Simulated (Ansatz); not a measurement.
A run of Ansatz (development build ahead of 0.2.0) on doublet C5H5 at this shape:

```xyz
10

C    -0.7993    0.5202    0.7310
C    -1.0904   -0.4158   -0.2861
C     0.1254   -0.7772   -0.9078
C     1.1679   -0.0645   -0.2750
C     0.5965    0.7373    0.7379
H    -1.5282    0.9946    1.3976
H    -2.0849   -0.7949   -0.5470
H     0.2397   -1.4859   -1.7357
H     2.2330   -0.1234   -0.5257
H     1.1404    1.4096    1.4108
```

Its results:

```yaml
Converged: yes
Total_energy: -193.08460 hartree
Spin_squared_of_the_determinant: 0.776
Stability_test: minimum
```

Forces (eV/Å):
```
atom      Fx      Fy      Fz
  C1   2.156   1.740   1.612
  C2   0.997  -1.890  -2.328
  C3  -1.857  -0.564  -0.324
  C4   0.249  -0.054  -0.103
  C5  -1.544   0.767   1.141
  H6   0.147  -0.064  -0.098
  H7   0.182   0.046   0.021
  H8  -0.045   0.145   0.174
  H9  -0.153   0.008   0.035
 H10  -0.131  -0.134  -0.130
```

(1) Which input gives this output? Name the method, the orbitals and the basis set, and write the input.

## Answers

(1) PBE0 (unrestricted) in def2-SVP.

```yaml
crystal:
  periodic: [false, false, false]
  atoms:
    - { symbol: C, position_ang: [-0.7993, 0.5202, 0.731] }
    - { symbol: C, position_ang: [-1.0904, -0.4158, -0.2861] }
    - { symbol: C, position_ang: [0.1254, -0.7772, -0.9078] }
    - { symbol: C, position_ang: [1.1679, -0.0645, -0.275] }
    - { symbol: C, position_ang: [0.5965, 0.7373, 0.7379] }
    - { symbol: H, position_ang: [-1.5282, 0.9946, 1.3976] }
    - { symbol: H, position_ang: [-2.0849, -0.7949, -0.547] }
    - { symbol: H, position_ang: [0.2397, -1.4859, -1.7357] }
    - { symbol: H, position_ang: [2.233, -0.1234, -0.5257] }
    - { symbol: H, position_ang: [1.1404, 1.4096, 1.4108] }
basis:
  gaussian: { orbitals: def2-SVP }
magnetization:
  spin_polarized: true
  initial_magnetization: 1
hamiltonian:
  xc: pbe0
output:
  forces: true
```

Caution: the determinant breaks the point group.
